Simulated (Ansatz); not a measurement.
A nudged elastic band was laid between two geometries of H4Si + H5NSi (12 atoms, charge 0, multiplicity 1).

Computed with RKS PBE0-D4/6-31G* (Ansatz).

| Quantity | Value |
| --- | --- |
| movable images | 5 |
| climbing image | yes |
| spring | 5.0 eV/Å² |
| optimiser | quadratic models (default) |
| start path | through a guess of the saddle point |
| force threshold | 0.05 eV/Å |
| iteration limit | 60 |
| end points | relaxed |

Image 0:

```xyz
12
Properties=species:S:1:pos:R:3
Si 0.329 0.123 -0.194
H 0.716 -0.424 1.134
H 1.590 0.328 -0.973
H -0.336 1.446 -0.069
H -0.509 -0.841 -0.956
N -2.208 -0.350 1.406
H -2.842 -0.733 0.715
Si -2.668 1.144 2.177
H -3.825 1.065 3.126
H -1.491 1.636 2.945
H -3.033 2.103 1.099
H -1.863 -1.096 1.998
```

Image 6:

```xyz
12
Properties=species:S:1:pos:R:3
Si -0.452 0.496 -0.395
H -0.672 -2.310 2.663
H 0.579 1.264 0.353
H -0.746 1.227 -1.665
H 0.074 -0.847 -0.771
N -1.828 0.313 0.652
H -2.507 -0.384 0.367
Si -2.326 1.363 1.946
H -2.916 0.557 3.053
H -1.115 2.083 2.423
H -3.347 2.377 1.546
H -0.884 -1.738 2.235
```

Which bonds break or form, and what moves?

Bonds broken: Si1–H2, N6–H12. Bonds formed: Si1–N6, H2–H12. H4Si + H5NSi becomes H2 + H7NSi2.

Give the energies along the band, and the barrier.

The run converged. The highest image is number 2 of 0 to 6, 1.95 eV above the first end and 2.10 eV above the last; the last end lies 0.15 eV below the first. Neighbouring images differ by up to 1.7 eV, so the band resolves the path poorly. A vibrational analysis at the climbing image gives one clearly imaginary mode, 1436i cm⁻¹: a first-order saddle point. The orbitals stay closed-shell, which can raise the energy where a bond breaks towards radicals; this wasn't checked here.

| image | path coordinate (Å) | energy (eV) | Si1–H2 (Å) | N6–H12 (Å) | Si1–N6 (Å) |
| --- | --- | --- | --- | --- | --- |
| 0 | 0.00 | 0.00 | 1.49 | 1.01 | 3.04 |
| 1 | 1.60 | 0.40 | 1.50 | 1.01 | 2.72 |
| 2 | 3.19 | 1.95 | 1.88 | 1.21 | 1.91 |
| 3 | 4.08 | 0.25 | 2.53 | 1.96 | 1.76 |
| 4 | 4.97 | -0.12 | 3.30 | 2.55 | 1.74 |
| 5 | 5.86 | -0.15 | 3.83 | 2.79 | 1.74 |
| 6 | 6.75 | -0.15 | 4.16 | 2.76 | 1.74 |

What is the geometry of the highest image?


```xyz
12
Properties=species:S:1:pos:R:3
Si -0.367 0.099 -0.060
H 0.058 -1.185 1.238
H 0.781 0.872 0.480
H -1.062 1.138 -0.925
H -0.105 -0.983 -1.044
N -1.862 -0.107 1.106
H -2.627 -0.598 0.639
Si -2.388 1.247 2.147
H -3.443 0.754 3.069
H -1.180 1.664 2.898
H -2.915 2.375 1.338
H -1.031 -0.876 1.521
```

Time of the run: 6.3 min on 1 thread of Arm Neoverse V2, on a shared host, peak memory 0.14 GiB.
